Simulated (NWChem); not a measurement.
# isobutane (C$_{4}$H$_{10}$); SMILES CC(C)C

```xyz
14

C      1.0279     1.0279    -0.0944
C      0.0000     0.0000     0.3681
C      0.3762    -1.4041    -0.0944
C     -1.4041     0.3762    -0.0944
H      2.0383     0.7801     0.2675
H      1.0714     1.0714    -1.1961
H      0.7801     2.0383     0.2675
H      0.0000     0.0000     1.4742
H      1.3752    -1.6947     0.2675
H      0.3921    -1.4635    -1.1961
H     -0.3436    -2.1552     0.2675
H     -2.1552    -0.3436     0.2675
H     -1.6947     1.3752     0.2675
H     -1.4635     0.3921    -1.1961
```
Atoms are numbered in this order, from 1.

Results from NWChem. All runs use the structure optimised with PBE0/def2-SVP.

For level B3LYP/3-21G:

* **highest occupied level (eV)**: -8.53
* **orbital gap (eV)**: 11.45

Q: How do the values read with level B3LYP/def2-TZVP instead?

A: The highest occupied level (eV) is -8.77 and the orbital gap (eV) is 9.56.
